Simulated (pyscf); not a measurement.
Thermochemistry of product channels of •HC=NH (SMILES [CH]=N) on the doublet surface, in kcal/mol, from ωB97M-D3(BJ)/def2-TZVP energies (ideal gas, 1 atm, RRHO with modes under 100 cm⁻¹ raised to 100, one conformer, R ln 2 for rigid chiral ones). Structures and frequencies: ωB97X-D3(BJ)/def2-SVP in PySCF.

| products | ΔE | ΔH(298 K) | ΔG(600 K) | ΔG(1200 K) |
|---|---|---|---|---|
| HC≡N (SMILES C#N) + H• (SMILES [H]) | +23.8 | +19.1 | +6.1 | -8.5 |
| C⁻≡NH⁺ (SMILES [C-]#[NH+]) + H• (SMILES [H]) | +36.3 | +31.4 | +18.1 | +2.8 |
| •C≡N (SMILES [C]#N) + H₂ (SMILES [H][H]) | +52.9 | +47.7 | +32.3 | +15.6 |

The channel to HC≡N + H• turns favourable between 298 and 1200 K (ΔG from +12.8 kcal/mol to -8.5 kcal/mol).

These are energies of the channels, which say nothing of barriers. •HC=NH lies 8.1 kcal/mol over its isomer H₂C=N•, and others may lie lower still (electronic energy, ωB97M-D3(BJ)).
